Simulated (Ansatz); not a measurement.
Reaction (isomerisation): `COC(C)C` → `CC(C)CO`

Computed with Ansatz on PBE0-D4/def2-TZVP structures; ΔE is electronic, products minus reactants. CBS: MP2 limit from def2 TZ/QZ plus the TZ coupled-cluster correction, frozen cores. DFT in def2-TZVPP. B3LYP here is the variant with VWN-RPA as its local correlation; programs differ in this. One conformer a species, not always the lowest.

| level | ΔE (kJ/mol) |
| --- | --- |
| PBE | -29.4 |
| r2SCAN | -29.2 |
| B3LYP | -25.2 |
| MP2/def2-TZVPP | -37.0 |

**Question.** What does CCSD(T)/CBS give? (Estimate.)

**Answer.** Ansatz gave: -34.5 kJ/mol. The listed levels differ from it by 5.1, 5.3, 9.3, -2.5 kJ/mol.

Largest T1 diagnostic among the species: 0.010.

In def2-TZVPP, CCSD(T) changes the Hartree–Fock value by −9.2 kJ/mol (the triples alone add −0.2 kJ/mol) and MP2 by −13.1 kJ/mol.
